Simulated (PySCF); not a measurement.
**Reproducing measurements on PH3**

**Experimental background.**

NIST CCCBDB Release 22 (SRD 101), experimental dipoles lists, for the gas: dipole moment (microwave Stark effect) 0.58 D.

The runs below try to reproduce these values; the comparison stands at the end.

PH3.
SMILES with atom numbers: `[PH3:1]` (hydrogens: H2, H3, H4 on P1)

Cartesian coordinates in Å at the GFN2-xTB level; atoms count from 1:
```xyz
4
PH3 angstrom
P     -0.0015    0.0035    0.5704
H     -0.5587    1.0086   -0.2056
H      1.1583   -0.0163   -0.1896
H     -0.5880   -0.9910   -0.1980
```

Runs made with PySCF (gas phase, on this GFN2-xTB geometry; no spin–orbit coupling):

| level | job | basis functions |
| --- | --- | --- |
| PBE0/pcSseg-1 | shieldings, charges and field gradients | 39 |

## Comparison

**Dipole moment.** Measured: 0.58 D (NIST CCCBDB Release 22 (SRD 101), experimental dipoles).

```
        level  computed (D)  computed − measured (D)  % (from the printed values)
PBE0/pcSseg-1          1.03                    +0.45                          +78
```

The computed dipoles belong to one fixed geometry; measured ones are averaged over vibrations unless marked μe. Magnitudes are compared, not signs.

No measured geometry was used, and the causes of the misses weren't examined.
